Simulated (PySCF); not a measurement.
# Variants of one PySCF input: HCl

Base input, run as `OMP_NUM_THREADS=1 python input.py` with PySCF 2.14:

```python
from pyscf import gto, dft

mol = gto.M(
    atom='H 0 0 0; Cl 0 0 1.161',
    basis='x2c-tzvpall',
    charge=0,
    spin=0,
    verbose=3,
)
mf = dft.RKS(mol, xc='b3pw91')
mf = mf.sfx2c1e()
mf.kernel()
mf.stability(internal=True, external=True)
mf.dip_moment()
print('orbital energies (hartree):', mf.mo_energy[..., max(0, mol.nelec[1]-3):mol.nelec[0]+3].round(4))
```

Base result: E(SCF) = -462.191982 Eh, μz(SCF) = -1.12 D, internal stable; real -> complex stable; RHF/RKS -> UHF/UKS stable. The bond length is a typed value, not an optimised one.

Run time: 4.9 s on 1 thread of Intel Xeon 6975P-C (shared host), peak memory 0.21 GiB.

Each row names what differs from the base; energies in brackets are changes from the base.

```tsv
change	result	wall time (s)
geometry: bond 1.161 → bond 1.242	E(SCF) = -462.201480 Eh (-0.2585 eV), μz(SCF) = -1.20 D, internal stable; real -> complex stable; RHF/RKS -> UHF/UKS stable	4.8
basis set: x2c-tzvpall → cc-pvtz-dk	E(SCF) = -462.197967 Eh (-0.1629 eV), μz(SCF) = -1.10 D, internal stable; real -> complex stable; RHF/RKS -> UHF/UKS stable	4.4
basis set: x2c-tzvpall → sto-3g; spin-free X2C: on → off	E(SCF) = -455.703106 Eh, μz(SCF) = -1.64 D, internal stable; real -> complex stable; RHF/RKS -> UHF/UKS stable	1.2
length unit: angstrom → bohr [unsound on purpose]	E(SCF) = -460.983219 Eh (+32.8921 eV), μz(SCF) = -0.70 D, internal stable; real -> complex stable; RHF/RKS -> UHF/UKS stable	5.1
smearing width (hartree): none → 0.01; step after the SCF: stability → none	E(SCF) = -462.191982 Eh (+0.0000 eV), μz(SCF) = -1.12 D	1.1
basis set: x2c-tzvpall → 6-31g(3d)	E(SCF) = -461.981367 Eh (+5.7311 eV), μz(SCF) = -1.00 D, internal stable; real -> complex stable; RHF/RKS -> UHF/UKS stable	2.6
step after the SCF: stability → ccsd(t); SCF type: RKS → RHF; functional: b3pw91 → none (Hartree–Fock); frozen orbitals: default → 5	E(SCF) = -461.500419 Eh, E(CCSD) − E(SCF) = -0.21641 Eh, (T) = -0.00725 Eh, μz(SCF) = -1.16 D	0.87
step after the SCF: stability → gradient	E(SCF) = -462.191982 Eh (+0.0000 eV), μz(SCF) = -1.12 D, gradient on the second atom -0.1034 Eh/bohr	1.5
PCM solvent, dielectric constant: none → 4.71; step after the SCF: stability → analyze	E(SCF) = -462.195110 Eh (-0.0851 eV), μz(SCF) = -1.33 D	1.6
PCM solvent, dielectric constant: none → 20.5; step after the SCF: stability → analyze	E(SCF) = -462.195841 Eh (-0.1050 eV), μz(SCF) = -1.38 D	1.6
step after the SCF: stability → optimize	E(SCF) = -462.191982 Eh (+0.0000 eV), all at the start geometry; optimised bond 1.280 Å with E = -462.202389 Eh after 5 steps	6
cycle limit: 50 → 5	not converged: SCF	4.6
spin-free X2C: on → off [unsound on purpose]	E(SCF) = -460.524643 Eh, μz(SCF) = -1.14 D, internal stable; real -> complex stable; RHF/RKS -> UHF/UKS stable	4.6
electric field along z (a.u.): none → -0.01	E(SCF) = -462.197040 Eh (-0.1376 eV), μz(SCF) = -1.45 D, internal stable; real -> complex stable; RHF/RKS -> UHF/UKS stable	5.1
density fitting: none → cc-pvdz-jkfit	E(SCF) = -462.191977 Eh (+0.0001 eV), μz(SCF) = -1.12 D, internal stable; real -> complex stable; RHF/RKS -> UHF/UKS stable	5.1
step after the SCF: stability → mp2; SCF type: RKS → RHF; functional: b3pw91 → none (Hartree–Fock); frozen orbitals: default → 0	E(SCF) = -461.500419 Eh, E(MP2) − E(SCF) = -0.29903 Eh, μz(SCF) = -1.16 D	0.67
Cartesian functions: off → on	E(SCF) = -462.193106 Eh (-0.0306 eV), μz(SCF) = -1.12 D, internal stable; real -> complex stable; RHF/RKS -> UHF/UKS stable	5.2
functional: b3pw91 → 0.5*hf+0.5*b88,lyp	E(SCF) = -462.225265 Eh, μz(SCF) = -1.13 D, internal stable; real -> complex stable; RHF/RKS -> UHF/UKS stable	3.8
basis set: x2c-tzvpall → pcseg-1; spin-free X2C: on → off	E(SCF) = -460.736905 Eh, μz(SCF) = -1.34 D, internal stable; real -> complex stable; RHF/RKS -> UHF/UKS stable	2.1
charge: 0 → 1; spin (2S): 0 → 1; SCF type: RKS → UKS [another spin of the ion may lie lower]	E(SCF) = -461.719136 Eh (+12.8668 eV), ⟨S²⟩ = 0.754, internal stable; real -> complex stable	5.7
basis set: x2c-tzvpall → def2-svpd; spin-free X2C: on → off	E(SCF) = -460.617791 Eh, μz(SCF) = -1.04 D, internal stable; real -> complex stable; RHF/RKS -> UHF/UKS stable	2.6
```

Task: Order these changes by how far they move the SCF energy from the base, largest first: (1) PCM solvent, dielectric constant: none → 20.5; step after the SCF: stability → analyze; (2) PCM solvent, dielectric constant: none → 4.71; step after the SCF: stability → analyze; (3) electric field along z (a.u.): none → -0.01; (4) geometry: bond 1.161 → bond 1.242.

Result: (4) -0.2585 eV, (3) -0.1376 eV, (1) -0.1050 eV, (2) -0.0851 eV.
